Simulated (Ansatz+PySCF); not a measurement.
# singlet Si2H6: levels of theory in one basis

```yaml
atoms:
  - { symbol: Si, position_ang: [0.0000, 0.0000, -1.1732] }
  - { symbol: Si, position_ang: [0.0000, 0.0000, 1.1732] }
  - { symbol: H, position_ang: [0.0000, -1.4036, -1.6897] }
  - { symbol: H, position_ang: [-1.2155, 0.7018, -1.6897] }
  - { symbol: H, position_ang: [1.2155, 0.7018, -1.6897] }
  - { symbol: H, position_ang: [0.0000, 1.4036, 1.6897] }
  - { symbol: H, position_ang: [-1.2155, -0.7018, 1.6897] }
  - { symbol: H, position_ang: [1.2155, -0.7018, 1.6897] }
```

Basis set: def2-SVP (spherical functions). Left uncorrelated: 10 orbitals. Charge 0, multiplicity 1.

Computed with Ansatz (development build ahead of 0.2.0); each method stands on the lowest determinant of its kind that the runs found. NEVPT2 correlates all electrons. Active spaces start from the frontier orbitals, and the lowest solution found is given.

```tsv
method	E − E(RHF) (eV)	<S²> of the determinant
RHF	0.00	0.00
RHF-MP2	-5.79	–
RHF-CCSD(T)	-7.32	–
CASSCF(2,2)	-0.24	–
SC-NEVPT2(2,2)	-6.21	–
```

Task: What does RHF-CCSD give on the same scale?

Result: -7.16 eV.

Task: Is a single determinant a sound starting point here?

Result: By this sign, yes. Unrestricted orbitals gain 0.00 eV and <S²> is 0.00 against 0.00 for a pure state. The CASSCF(2,2) natural occupations are 1.98, 0.02.

Caution for CASSCF(2,2): other starts end on other solutions of this active space.
